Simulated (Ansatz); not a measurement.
`N/C=C(\O)F` and `CC/C=C(/O)F` differ in one atom or group (the configuration at the double bond changes too).

Ansatz, PBE0-D4/def2-TZVP geometries, multiplicity 1. Each molecule was computed in one conformer, which needn't be the lowest.

```tsv
property	`N/C=C(\O)F`
HOMO–LUMO gap (ωB97M-V/def2-TZVPP) / eV	10.20
LUMO energy (PBE/def2-TZVPP) / eV	-0.11
LUMO energy (ωB97M-V/def2-TZVPP) / eV	2.22
HOMO energy (ωB97M-V/def2-TZVPP) / eV	-7.98
HOMO–LUMO gap (B3LYP/def2-TZVPP) / eV	5.93
size of the dipole moment (ωB97M-V/def2-TZVPP) / D	1.04
```

(1) What does the change do to each property? (Estimate.)

Results:

(1) Ansatz gave: 
| property | `CC/C=C(/O)F` | shift |
| --- | --- | --- |
| HOMO–LUMO gap (ωB97M-V/def2-TZVPP) / eV | 11.29 | 1.09 |
| LUMO energy (PBE/def2-TZVPP) / eV | 0.06 | 0.17 |
| LUMO energy (ωB97M-V/def2-TZVPP) / eV | 2.49 | 0.27 |
| HOMO energy (ωB97M-V/def2-TZVPP) / eV | -8.80 | -0.82 |
| HOMO–LUMO gap (B3LYP/def2-TZVPP) / eV | 6.98 | 1.05 |
| size of the dipole moment (ωB97M-V/def2-TZVPP) / D | 0.77 | -0.27 |

With PBE0 the HOMO falls by 0.81 eV and the LUMO rises by 0.23 eV, so the gap widens by about 1.04 eV. PBE moves the HOMO by -0.84 eV and ωB97M-V by -0.82 eV. Dipoles are sizes alone; their direction can turn.

B3LYP here is the variant with VWN-RPA as its local correlation; programs differ in this.
